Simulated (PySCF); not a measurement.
Molecule: HF, SMILES F, singlet. Atoms near the plane z = 1.2 Å, at the PBE0/def2-SVP optimised geometry (x, y, z in Å): F1 (-0.5, 0.0, 0.0), H2 (0.5, 0.0, 0.0).

Level of theory: PySCF 2.14.0 with PBE0/def2-TZVP. The values are rescaled to run from 0 to 1.

```
|                         |
|                         |
|                         |
|                         |
|                         |
|                         |
|                         |
|                         |
|         ....            |
|       ..:--:.           |
|       .-+*+=:.          |
|      .:=#%%*-:.         |
|      .:+%@@#=:.         |
|      .:=#%%*-:.         |
|       .-+*+=:.          |
|       ..:--:.           |
|         ....            |
|                         |
|                         |
|                         |
|                         |
|                         |
|                         |
|                         |
|                         |
```
Scale: ten equal steps from 0.000 (start of ' ') to 1.00 (end of '@'), in the order ' .:-=+*#%@'; x runs from -3.00 to 3.00, y from -3.00 (bottom) to 3.00 (top).

Problem. Which quantity is mapped?
A. Laplacian of the electron density
B. electron localisation function
C. deformation density (molecule minus spherical neutral atoms)
D. electrostatic potential

Solution. A, Laplacian of the electron density. In full: Laplacian of the electron density (e/bohr⁵).
